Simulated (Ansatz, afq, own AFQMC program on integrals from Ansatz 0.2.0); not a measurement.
AFQMC on a folder of integrals that Ansatz 0.2.0 wrote.

```yaml
crystal:
  periodic: [false, false, false]
  atoms:
    - {symbol: B, position_ang: [0.000000, 0.000000, 0.018584]}
    - {symbol: B, position_ang: [0.000000, 0.000000, -1.215416]}
    - {symbol: H, position_ang: [0.000000, 0.000000, 1.196831]}
basis:
  gaussian: {orbitals: 6-31G}
magnetization: {spin_polarized: true, initial_magnetization: 3}
correlation: {method: ccsd_t, electrons: outside_noble_gas, hamiltonian_folder: ham}
```

```sh
$ ansatz run in.yaml --threads 1 --pin off --events-out ev --progress --plain --max-ram 16896MiB --backend cuda --devices 0, --max-vram 18GiB
```

afq runs on the folder ham with

```
--method free --trial cisd --walkers 100 --time-step 0.05 --max-blocks 60 --target-error 0.00064 --factor-cut 1e-05 --seed 7635 --times 0.0,0.5,1.0,2.0,3.0,4.0 --taylor-order 8
```

Times are imaginary, in 1/Eh. The walk had a cap of 60 s.

Output of the walk:

```
orbitals 18  electrons 5 2  factors 114 of 284
reference energy -49.69151010 Eh
CCSD correlation -0.07406050 Eh in 9 cycles, weight of the determinant in the CISD state 0.9487
repeat  energy at the last time / Eh  error
    10  -49.767396  0.000104
    20  -49.767383  0.000073
    30  -49.767335  0.000060
time / (1/Eh)  energy / Eh  error  mean overlap
  0.00  -49.765576  0.000027  1.0540
  0.50  -49.766859  0.000061  1.0419
  1.00  -49.767142  0.000063  1.0454
  2.00  -49.767382  0.000072  1.0504
  3.00  -49.767486  0.000078  1.0449
  4.00  -49.767333  0.000058  1.0572
energy -49.767333 +/- 0.000058 Eh
```

The run passed its tests (error under three times the target), which doesn't prove that it has relaxed.

Against this walk (error 1.6 meV) on the same determinant: CCSD(T) 10.8 meV higher, CCSDT(Q) 3.4 meV lower, CCSDTQ 3.8 meV lower, full CI 3.9 meV lower. The error is statistical, and a free projection of finite length keeps a remainder of its start. The last points scatter (meV from the last: 12.9 ± 1.7 at 0.50, 5.2 ± 1.7 at 1.00, -1.3 ± 2.0 at 2.00, -4.2 ± 2.1 at 3.00, 0.0 ± 1.6 at 4.00); the last is the one printed as the energy, and the gaps above move with that scatter.

Cautions: remainder of the start not in the error; lower spins were not checked; the time-step error isn't removed.

The walk took 4.5 s on 1 × NVIDIA H100 80GB HBM3 with 2 threads of AMD EPYC 7R13 Processor (Zen 3) (shared host) (the card was shared). The log's last line is the free-projection energy.

CCSDT and higher add their correlation energy to the determinant of the CCSD(T) run, since their own runs factorise the integrals more tightly (a shift of under 2 meV). A walk keeps the symmetry of its determinant, which the program's search chose and which needn't be the lowest solution, so a lower state of the same spin and another symmetry isn't excluded.
